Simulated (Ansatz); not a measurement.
Input file:

```yaml
crystal:
  periodic: [false, false, false]
  atoms:
    - {symbol: Li, position_ang: [0.000000, 0.000000, 0.000000]}
    - {symbol: Mg, position_ang: [0.000000, 0.000000, 4.667000]}
basis:
  gaussian: {orbitals: aug-cc-pVTZ}
total_charge: -1
magnetization: {spin_polarized: false, initial_magnetization: 2}
correlation: {method: fci, electrons: outside_noble_gas}
```

```sh
$ ansatz run in.yaml --threads 1 --pin off --events-out ev --progress --plain --max-ram 2393MiB
```

The program prints:

```
972 factors; integrals over basis functions are off by at most 2.4e-7 eV
mean field evaluation 1: about -5633.1118 eV, gradient 3.6e0 eV
mean field evaluation 2: about -5633.1128 eV, gradient 3.5e0 eV
mean field evaluation 4: about -5633.7030 eV, gradient 3.7e-1 eV
mean field evaluation 8: about -5633.7403 eV, gradient 2.4e-1 eV
mean field evaluation 16: about -5633.8336 eV, gradient 3.2e-1 eV
mean field evaluation 32: about -5633.8163 eV, gradient 7.1e-4 eV
mean field evaluation 64: about -5633.8163 eV, gradient 2.0e-3 eV
mean field evaluation 96: about -5633.7998 eV, gradient 8.6e-1 eV
mean field evaluation 128: about -5633.8348 eV, gradient 2.0e-1 eV
mean field evaluation 160: about -5633.7487 eV, gradient 4.8e-1 eV
mean field evaluation 192: about -5633.9074 eV, gradient 2.1e-1 eV
mean field evaluation 224: about -5633.7713 eV, gradient 2.6e-1 eV
mean field evaluation 256: about -5633.8400 eV, gradient 2.5e-3 eV
mean field -5633.83997967 eV, -207.0398004991 hartree, gradient 4.6e-6 eV, S^2 2.000000; 15 other end points of the search recorded, 0 dependent functions left out
mean field evaluation 288: about -5633.8912 eV, gradient 2.1e-3 eV
mean field evaluation 320: about -5633.8706 eV, gradient 2.1e-1 eV
mean field evaluation 352: about -5633.8383 eV, gradient 7.9e-1 eV
mean field evaluation 384: about -5633.7812 eV, gradient 4.4e-1 eV
determinant -5633.83997967 eV, -207.0398004991 hartree, with singles and doubles -5635.11602062 eV, -207.0866941391 hartree
determinant -5633.81625342 eV, -207.0389285754 hartree, with singles and doubles -5635.03970135 eV, -207.0838894577 hartree
determinant -5633.83997967 eV, -207.0398004991 hartree, with singles and doubles -5635.07516711 eV, -207.0851928000 hartree
determinant -5633.81625342 eV, -207.0389285754 hartree, with singles and doubles -5635.00983116 eV, -207.0827917484 hartree
6 core orbitals not correlated: weight in the atoms' cores, before any rotation towards them, 1.000 or more for the frozen orbitals, at most 0.000 for the correlated occupied ones
reference -5633.83997967 eV, -207.0398004991 hartree; 3, 1 occupied and 87, 89 virtual orbitals, 972 factors
state -5635.13571520 eV, -207.0874179013 hartree
Total energy: -5635.13571520 eV, -207.0874179013 hartree
```

Natural occupations: 1.8472 0.9784 0.9554 0.0502 0.0502 0.0365 0.0224 0.0104 0.0104 0.0095 0.0069 0.0041 0.0041 0.0041 0.0022 0.0022 0.0007 0.0007 0.0006 0.0005 0.0005 0.0004 0.0003 0.0002.

Ran on 1 thread of Arm Neoverse V2, shared host: 1.9 min wall, 0.8 GiB peak host memory.
